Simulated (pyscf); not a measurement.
PySCF, gas phase, ωB97X-D3(BJ)/def2-SVP geometries. MP2 and CC: frozen core, UHF for open shells. ΔMP2 is the change of the MP2 total energy from the triple- to the quadruple-zeta basis.

**Question.** PBE/def2-TZVP puts the barrier of C₂H₅Ge (SMILES [CH]1[CH2][GeH2]1) [doublet] -> GeH₃• (SMILES [GeH3]) + HC≡CH (SMILES C#C) (multi-bond step; doublet surface; C–Ge, C–Ge, C–H broken, Ge–H formed) at 1.39 eV and the reaction energy at +0.70 eV, from the reactant's lowest minimum found. What do M06-2X/def2-TZVP, ωB97M-D3(BJ)/def2-TZVP, CCSD(T)/def2-TZVPP + ΔMP2(QZVPP) give on the same structures?

**Answer.** M06-2X: ΔE‡ = 1.68 eV, ΔE = +0.43 eV; ωB97M-D3(BJ): ΔE‡ = 1.66 eV, ΔE = +0.41 eV; CCSD(T): ΔE‡ = 1.78 eV, ΔE = +0.49 eV. PBE's barrier lies under all of them, by 0.26 to 0.39 eV. Its reaction energy lies over all of them, by 0.21 to 0.29 eV. Low barriers are usual for a GGA, whose delocalisation error favours stretched bonds. cyclic C₂H₅Ge (SMILES [CH]1[CH2][GeH2]1) [doublet] lies 1.47 eV over its isomer H₂C=CH–GeH₂•, and others may lie lower still (electronic energy, ωB97M-D3(BJ)). One saddle was located; it need not be the lowest between these sides. The CCSD(T) − MP2 part came from Ansatz, without density fitting, on the same reference. A UHF reference is spin-contaminated (<S²> up to 1.24), which harms MP2 most. The frozen core leaves the outer d or s,p core shells of the metals and heavy elements correlated in the MP2 and CC values, and def2-TZVPP describes them poorly, which can shift differences by a few kcal/mol. Elements up to Kr have no core potential and no relativistic terms here.
